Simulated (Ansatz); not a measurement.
# SiH⁺, singlet: the ladder up to full CI

Geometry: a PBE0/def2-TZVP stationary point for this spin.

| atom | x (Å) | y (Å) | z (Å) |
| --- | --- | --- | --- |
| Si | 0.0000 | 0.0000 | 0.0000 |
| H | 0.0000 | 0.0000 | 1.5186 |

Basis cc-pVQZ; Ansatz 0.2.0. Only valence electrons are correlated (noble-gas cores frozen), which leaves 4 electrons in 84 orbitals. Prefix R: restricted or restricted open-shell reference; prefix U: unrestricted. Active spaces: valence = (4e, 5o) chosen from the atoms' valence shells.

Full CI is exact within this basis and frozen core; it isn't the basis-set limit. The frozen core follows each run's orbitals, which can shift R against U totals by a few meV.

* UHF ⟨S²⟩: 0.076
* T1 diagnostic (RCCSD): 0.0115
* largest doubles amplitude (RCCSD): 0.081

| level | E − E(full CI) (kJ/mol) | share of correlation (%) | wall time |
| --- | --- | --- | --- |
| RHF | 255.7 | 0.00 | – |
| RMP2 | 60.9 | 76.18 | – |
| RCCSD | 5.8 | 97.74 | – |
| RCCSD(T) | 1.2 | 99.54 | 4.8 s |
| BCCD(T) | 1.2 | 99.54 | 1.4 s |
| RCCSDT | 0.2 | 99.93 | – |
| RCCSDT(Q) | 0.0 | 99.99 | 11 s |
| CASSCF (valence space) | 117.9 | 53.87 | – |
| NEVPT2 (valence space) | 37.9 | 85.18 | 2.2 s |

The correlation energy at full CI, counted from RHF, is -2.650 eV. That run took 25 s on 1 thread of Arm Neoverse V1, shared host over 3,068,596 determinants.

Run but not shown, since their state, orbitals or frozen core can't be matched to the reference's or they repeat it: UHF.

Times hold each run's SCF and search for its determinant on a shared host, so for small cases they say little of a method's own cost; they ran on 1 thread of Arm Neoverse V1. Some runs computed forces too.

The full-CI state has the irrep A1 of C2v, in the program's axes (one component, if the state is degenerate).

Natural occupations of full CI about the gap: 1.950 1.883 0.049 0.049 0.028 0.010 0.010 0.007 0.004 0.002; effectively unpaired electrons, Σ n²(2−n)², 0.08.
